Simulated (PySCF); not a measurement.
**Simulated absorption spectrum**

2,3-hexadiene, C₆H₁₀.
Geometry (GFN2-xTB, Å), atoms numbered from 1 in this order:
```
atom  x, y, z in Å
C1     3.0503   -0.0280    0.5034
C2     1.8489    0.7158    0.0001
C3     0.7007    0.1657   -0.2490
C4    -0.4461   -0.4030   -0.4581
C5    -1.5244   -0.5278    0.5825
C6    -2.7854    0.2240    0.1609
H7     2.8154   -1.0778    0.6604
H8     3.3869    0.4038    1.4458
H9     3.8689    0.0484   -0.2123
H10    1.9860    1.7787   -0.1615
H11   -0.6878   -0.8025   -1.4360
H12   -1.7652   -1.5867    0.7179
H13   -1.1595   -0.1368    1.5342
H14   -3.5682    0.0995    0.9060
H15   -2.5749    1.2861    0.0540
H16   -3.1533   -0.1506   -0.7923
```

The calculation used TDDFT PBE0/def2-SVPD, vertical, gas phase, core orbitals frozen in the response in PySCF.

Each state is given a Gaussian of 0.4 eV full width at half maximum, with ε(max) = 2.175×10⁸ f / Δν̃ (Δν̃ the width in cm⁻¹). The width is an assumption, not a result. The curve ends short of the highest state used, and states not computed would add to its high-energy end.

λ (nm), ε (L mol⁻¹ cm⁻¹) and a bar:
```
    180.9      12925 ##############################
    181.9      12160 ############################
    182.9      10994 ##########################
    183.9       9555 ######################
    184.9       7990 ###################
    186.0       6285 ###############
    187.0       4863 ###########
    188.0       3634 ########
    189.0       2625 ######
    190.0       1836 ####
    191.0       1246 ###
    192.0        821 ##
    193.1        506 #
    194.1        321 #
    195.1        204 
    196.1        135 
    197.1         97 
    198.1         79 
    199.1         73 
    200.2         74 
    201.2         78 
    202.2         84 
    203.2         88 
    204.2         91 
    205.2         92 
    206.3         92 
    207.3         89 
    208.3         84 
    209.3         79 
    210.3         73 
    211.3         66 
    212.3         59 
    213.4         51 
    214.4         45 
    215.4         38 
    216.4         33 
    217.4         27 
    218.4         23 
    219.4         18 
    220.5         15 
    221.5         12 
    222.5          9 
    223.5          7 
    224.5          5 
    225.5          4 
    226.5          3 
    227.6          2 
    228.6          1 
    229.6          1 
    230.6          1 
    231.6          0 
    232.6          0 
    233.6          0 
    234.7          0 
    235.7          0 
    236.7          0
```

Task: Locate the maxima and give the states behind the curve.

Result: 205 nm (6.04 eV), ε about 92, made up of S1 (14%) and S2 (85%) (ε in L mol⁻¹ cm⁻¹; maxima over ε = 5, shares over 10%). At its high-energy end, 6.85 eV, the curve is still rising (ε about 13000, from S3 and S4). The states used: S1 5.84 eV (f 0.0004); S2 6.07 eV (f 0.0012); S3 6.78 eV (f 0.039); S4 6.90 eV (f 0.155); S5 7.18 eV (f 0.036); S6 7.45 eV (f 0.213).

Task: What would ε be at 6.04 eV, the highest of these maxima, with half the width (0.2 eV)?

Result: About 153 L mol⁻¹ cm⁻¹ against 92.5, a factor of about 1.7; a lone state at its own centre would give exactly 2.

Task: On this curve, what absorbance would a 10⁻⁴ mol/L sample give at 193 nm over a 1 cm path?

Result: 193 nm is 6.424 eV, where ε is about 530 L mol⁻¹ cm⁻¹, so A = ε c l ≈ 0.053 (Beer–Lambert, with the gas-phase spectrum and the assumed width).

Task: Coming from long wavelengths, where does ε first pass 100 L mol⁻¹ cm⁻¹?

Result: At about 197 nm (6.29 eV), 0.46 eV above S1.

On an Arm Neoverse V2 with one thread, on a shared host, this took 18 s wall and 0.81 GiB of memory at its peak.

One conformer stands for the species.
